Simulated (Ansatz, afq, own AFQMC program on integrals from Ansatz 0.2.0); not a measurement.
**Atomization energy of SiN, quartet**

```xyz
2

Si    0.0000    0.0000    0.0000
N     0.0000    0.0000    1.8891
```

Atoms in their ground-state spins without spin–orbit coupling (mostly on UHF) minus the molecule (UHF), without zero-point energy. The geometry is a stationary point, not shown to be a minimum.

Basis aug-cc-pVDZ. Noble-gas cores (and the filled d shells of Ga–Kr and In–Xe) are frozen. Integrals, coupled cluster, full CI and functionals: Ansatz 0.2.0; the random walks run on the same integrals in our own AFQMC program. The CISD trial takes its coefficients from CCSD amplitudes. Released means that phaseless walkers are propagated on without the constraint, phases kept. Free AFQMC starts from the CCSD state and is never constrained. Its projection time is finite, and what remains of the start isn't in its error. Uncertainties: one standard error, sampling alone. The errors of all members are added in quadrature.

No full CI on the walks' own integrals is used here; CCSDT(Q) serves as the reference and is uncertain by about the last step of the cluster series. Each member takes its own surest rung, up to full CI.

The best estimate is CCSD(T) at the basis-set limit (CBS: def2-TZVPP and def2-QZVPP, with their diffuse functions for anions and beside diffuse sets, CCSD(T) itself extrapolated) plus the step from CCSD(T) to CCSDT(Q) in aug-cc-pVDZ. Rows without CBS are in aug-cc-pVDZ, the functionals in def2-TZVP; B2PLYP and the wave-function rows carry a basis error of their own. Core correlation and relativity beyond core potentials are missing, and ± holds the sampling alone.

Cautions: SiN (quartet): another spin lies lower, unrestricted determinant slightly spin contaminated (⟨S²⟩ 3.80 against 3.75), the released energies are still falling, so no released level is given (meV from the phaseless value at times in 1/Eh: -6 ± 3 at 0.24, -8 ± 3 at 0.51, -15.1 ± 2.4 at 0.99, -19 ± 3 at 1.62, -21 ± 4 at 2.40), though the last usable value meets CCSDT(Q) within the noise, its ph-AFQMC/CISD value lies 24 ± 4 meV above CCSDT(Q).

```json
{"level": "CCSD", "atomization energy (kcal/mol)": "27.6"}
{"level": "PBE", "atomization energy (kcal/mol)": "54.3"}
{"level": "B2PLYP", "atomization energy (kcal/mol)": "45.3"}
```

(1) From these cheaper values, estimate the atomization energy at the level of the best estimate.

(1) 43.0 kcal/mol (best estimate, highest rung CCSDT(Q)).

```json
{"level": "HF", "atomization energy (kcal/mol)": "5.9", "error against the best estimate (kcal/mol)": "-37.2"}
{"level": "MP2", "atomization energy (kcal/mol)": "28.0", "error against the best estimate (kcal/mol)": "-15.0"}
{"level": "CCSD(T)", "atomization energy (kcal/mol)": "29.7", "error against the best estimate (kcal/mol)": "-13.4"}
{"level": "CCSDT", "atomization energy (kcal/mol)": "30.1", "error against the best estimate (kcal/mol)": "-12.9"}
{"level": "CCSDT(Q)", "atomization energy (kcal/mol)": "30.3", "error against the best estimate (kcal/mol)": "-12.8"}
{"level": "ph-AFQMC/CISD", "atomization energy (kcal/mol)": "29.8 ± 0.09", "error against the best estimate (kcal/mol)": "-13.2 ± 0.09"}
{"level": "free AFQMC", "atomization energy (kcal/mol)": "30.3 ± 0.08", "error against the best estimate (kcal/mol)": "-12.8 ± 0.08"}
{"level": "HF/CBS", "atomization energy (kcal/mol)": "10.7", "error against the best estimate (kcal/mol)": "-32.3"}
{"level": "MP2/CBS", "atomization energy (kcal/mol)": "39.6", "error against the best estimate (kcal/mol)": "-3.5"}
{"level": "CCSD(T)/CBS", "atomization energy (kcal/mol)": "42.4", "error against the best estimate (kcal/mol)": "-0.6"}
{"level": "r2SCAN", "atomization energy (kcal/mol)": "45.5", "error against the best estimate (kcal/mol)": "2.5"}
{"level": "PBE0", "atomization energy (kcal/mol)": "47.9", "error against the best estimate (kcal/mol)": "4.9"}
{"level": "B3LYP", "atomization energy (kcal/mol)": "49.5", "error against the best estimate (kcal/mol)": "6.5"}
{"level": "wB97M-V", "atomization energy (kcal/mol)": "47.8", "error against the best estimate (kcal/mol)": "4.7"}
```

Correlation beyond CCSD(T) adds 0.6 kcal/mol. Going to the basis-set limit adds 12.8 kcal/mol at CCSD(T). The perturbative (T) step is worth +2.1 kcal/mol. The functionals spread over 9.0 kcal/mol; B2PLYP and r2SCAN come nearest and PBE is 11.2 kcal/mol too high.

Best estimates are given only where the step beyond CCSD(T) is under 0.3 eV and no member's determinant is very poor (T1 over 0.05, or 0.07 for open shells, ⟨S²⟩ too high by 0.3, two states mixed), so the hardest cases are missing from such tables.

The functionals ran in a triple-zeta set and keep a basis error of their own, a few kJ/mol for each bond in atomization energies and more for double hybrids, so close places among them and the extrapolated levels can swap.

CCSDT and higher add their correlation energy to the determinant of the CCSD(T) run, since their own runs factorise the integrals more tightly (a shift of under 2 meV). Free projections are given only where their last times agree within the noise and don't stop above the reference; a slow remainder of the start can still hide under it. Each member of a difference takes its own highest rung, so a best estimate needn't equal the limit plus the step of one row. A walk keeps the symmetry of its determinant, which the program's search chose and which needn't be the lowest solution, so a lower state of the same spin and another symmetry isn't excluded.
